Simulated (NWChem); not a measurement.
# Ionisation of hydrogen isocyanide (CHN)

```
N
C 1 1.1842
H 1 1.0125 2 180.00
```
Charge 0, spin multiplicity 1.

The numbers come from NWChem runs, not from measurements. Structure: optimised with PBE/def2-SVP, a minimum by its harmonic frequencies.

Basis set: def2-TZVP. −ε marks an orbital energy of the parent.

B3LYP has NWChem's definition, with VWN1-RPA local correlation.

For the first vertical ionisation energy, −ε(HOMO) of HF gives 13.43 eV and −ε(HOMO) of PBE0 gives 9.25 eV. What do −ε(HOMO) of B3LYP, −ε(HOMO) of M06-2X, −ε(HOMO) of PBE give?

−ε(HOMO) of B3LYP: 9.01 eV; −ε(HOMO) of M06-2X: 10.69 eV; −ε(HOMO) of PBE: 7.61 eV.
